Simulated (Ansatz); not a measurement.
The cluster S4⁻. Total charge -1; doublet. Geometry PBE0-D4/def2-TZVP, that of the neutral singlet; atoms count from 1.

```
atom   x (Å)   y (Å)   z (Å)
  S1   1.795  -0.049   0.301
  S2  -1.318   0.301  -0.274
  S3   0.514   1.268  -0.170
  S4  -0.991  -1.520   0.143
```

The structure comes from a short search, and lower isomers may exist.

Problem. Estimate the Mulliken populations from the PBE0/def2-TZVPD orbitals of Ansatz.

Solution. 
```tsv
atom	charge (e)	spin (α − β)
S1	-0.46	0.25
S2	-0.04	0.25
S3	-0.04	0.25
S4	-0.46	0.25
```
Mulliken values and Mayer orders depend strongly on the basis. With diffuse functions, as here, like atoms can get unlike values, and bond orders can come out too low or too high.

Problem. Where does the spin sit?

Solution. Summed by element: S 1.00, of 1 unpaired in all. Largest on single atoms: S3 0.25, S2 0.25, S4 0.25.

Problem. And the Mayer bond orders between bonded heavy atoms (over 0.3)?

Solution. S1–S3 1.40 (1.90 Å); S2–S3 0.92 (2.07 Å); S2–S4 1.40 (1.90 Å).
